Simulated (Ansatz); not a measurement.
Saddle point of Si₂H₆Cl, doublet (SiH₃Cl ([SiH3][Cl]) + SiH₃ → SiH₃Cl ([SiH3][Cl]) + SiH₃; bonds formed: Cl1–Si3; bonds broken: Cl1–Si2), PBE0-D4/def2-TZVP structure:

```
atom    x (Å)    y (Å)    z (Å)
 Cl1   0.0024   0.0030   0.0017
 Si2  -1.5038   1.6213  -0.8559
 Si3   1.5045  -1.6209   0.8563
  H4  -1.7598   1.2916  -2.2791
  H5  -2.7517   1.5463  -0.0580
  H6  -0.8642   2.9528  -0.7230
  H7   2.7808  -1.4949   0.1116
  H8   1.6991  -1.3435   2.3001
  H9   0.8930  -2.9558   0.6464
```

Energies are electronic, without zero-point energy. Barriers and step energies count from the start structure reached by relaxing down the imaginary mode; all methods use the PBE0-D4 structures, on which another method's saddle can fall below an end. Computed with Ansatz 0.2.0 (basis: def2-TZVPP, with def2-QZVPP for the basis limit); correlated methods freeze the cores; orbitals are unrestricted. B3LYP uses VWN-RPA correlation. Extrapolation: Hartree–Fock as exp(−7.88 √X), correlation as X^−2.97.

```csv
method,barrier (kcal/mol),step energy (kcal/mol)
SPW92,4.78,0.00
PBE-D4,?,0.00
BLYP-D4,10.94,0.00
r2SCAN-D4,13.82,0.00
B97M-V,?,0.00
PBE0-D4,14.64,0.00
B3LYP-D4,14.71,0.00
r2SCAN0-D4,16.86,0.00
BHLYP-D4,20.44,0.00
CAM-B3LYP-D4,18.87,0.00
wB97X-V,?,0.00
wB97M-V,18.16,0.00
B2PLYP,18.10,0.00
PBE-QIDH,19.74,0.00
RPA on PBE,20.42,0.00
HF,35.64,0.00
MP2,21.93,0.00
CCSD,23.25,0.00
CCSD(T),20.97,0.00
```

Fill in the withheld barriers. (To be estimated.)

Computed: B97M-V 15.52; wB97X-V 20.10; PBE-D4 9.58 kcal/mol. Each is the energy of the saddle less that of the start structure, by the same method.

For comparison, the barrier by CCSD(T) at an estimated basis limit (MP2 extrapolated from triple and quadruple zeta, plus CCSD(T) − MP2 in triple zeta) is 19.19 kcal/mol.

The T1 diagnostic stays at or below 0.016. ⟨S²⟩ of the unrestricted Hartree–Fock references: 0.76 to 0.80 (a pure state has 0.75). The start structure is not quite a true minimum (one mode of 49i cm⁻¹). The end structure is not quite a true minimum (one mode of 49i cm⁻¹).

Radical steps of this kind take place in plasma deposition and etching.

Labels in which every atom is bracketed show which atoms are joined, not bond orders.

For scale, one of the runs: CCSD(T)/def2-TZVPP, 210 basis functions (an equivalent command: `ansatz run in.yaml --threads 4`). The run took 36 s on 4 CPU threads (shared host), with 7 GiB of host memory at its peak.
